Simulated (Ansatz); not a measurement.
# Si₂H₆ (singlet): the correlation ladder, cc-pVTZ

Aim: climb from Hartree-Fock through coupled cluster for Si₂H₆ (singlet) at one geometry and basis, and see what each rung misses.

The runs use Ansatz 0.2.0, Gaussian basis; cc-pVTZ, core rule «outside noble gas», up to 10 orbitals frozen.

The runs, in order: UHF; CCSD(T) on RHF; BCCD(T) on RHF; CCSDT(Q) on RHF.

**1. The system**

The geometry is a PBE0/def2-TZVP stationary point (not a proven minimum).

8 atoms, charge 0, spin multiplicity 1.

Atoms are counted from 1 here; the program's logs count them from 0.

Bond lengths: Si1–Si2 2.340 Å, Si1–H3 1.488 Å, Si1–H4 1.488 Å, Si1–H5 1.488 Å, Si2–H6 1.488 Å, Si2–H7 1.488 Å, Si2–H8 1.488 Å. Angles: Si2–Si1–H3 110.3°, Si2–Si1–H4 110.3°, Si2–Si1–H5 110.3°, H3–Si1–H4 108.6°, H3–Si1–H5 108.6°, H4–Si1–H5 108.6°, Si1–Si2–H6 110.3°, Si1–Si2–H7 110.3°, Si1–Si2–H8 110.3°, H6–Si2–H7 108.6°, H6–Si2–H8 108.6°, H7–Si2–H8 108.6°.

Geometry (Å):

```tsv
atom	x (Å)	y (Å)	z (Å)
Si1	-1.1701	-0.0047	-0.0001
Si2	1.1701	0.0047	0.0001
H3	-1.6920	1.3883	0.0086
H4	-1.6836	-0.7120	1.2037
H5	-1.6834	-0.6968	-1.2128
H6	1.6920	-1.3883	-0.0086
H7	1.6834	0.6968	1.2128
H8	1.6836	0.7120	-1.2037
```

**2. UHF**

File in.yaml:

```yaml
crystal:
  periodic: [false, false, false]
  atoms:
    - {symbol: Si, position_ang: [-1.170100, -0.004737, -0.000105]}
    - {symbol: Si, position_ang: [1.170100, 0.004737, 0.000105]}
    - {symbol: H, position_ang: [-1.691983, 1.388317, 0.008571]}
    - {symbol: H, position_ang: [-1.683587, -0.711953, 1.203728]}
    - {symbol: H, position_ang: [-1.683432, -0.696845, -1.212752]}
    - {symbol: H, position_ang: [1.691983, -1.388317, -0.008571]}
    - {symbol: H, position_ang: [1.683432, 0.696845, 1.212752]}
    - {symbol: H, position_ang: [1.683587, 0.711953, -1.203728]}
basis:
  gaussian: {orbitals: cc-pVTZ}
magnetization: {spin_polarized: true, initial_magnetization: 0}
hamiltonian: {xc: hf}
output: {orbitals: {seedname: orbitals}}
```

On the command line:

```console
$ ansatz run in.yaml --threads 1 --pin off --events-out ev --progress --plain --max-ram 4096MiB --backend cpu
```

After this run come: CCSD(T) on RHF; BCCD(T) on RHF; CCSDT(Q) on RHF.

**Question.** What will the summary of the whole plan be? Wanted: RCCSDT(Q) below the RHF energy; RMP2 from RCCSDT(Q); RCCSD from RCCSDT(Q); RCCSD(T) from RCCSDT(Q); T1 diagnostic.

The runs gave:

| quantity | value |
| --- | --- |
| RCCSDT(Q) below the RHF energy | -8.8686 eV |
| RMP2 from RCCSDT(Q) | +1671.4 meV |
| RCCSD from RCCSDT(Q) | +303.1 meV |
| RCCSD(T) from RCCSDT(Q) | +49.0 meV |
| levels within 1 kcal/mol (43 meV) | RCCSDT |
| T1 diagnostic | 0.013 |

**Reading.** RCCSD(T) lands +49.0 meV from the yardstick (0.6 % of the correlation energy). These misses are within one basis, not against nature.
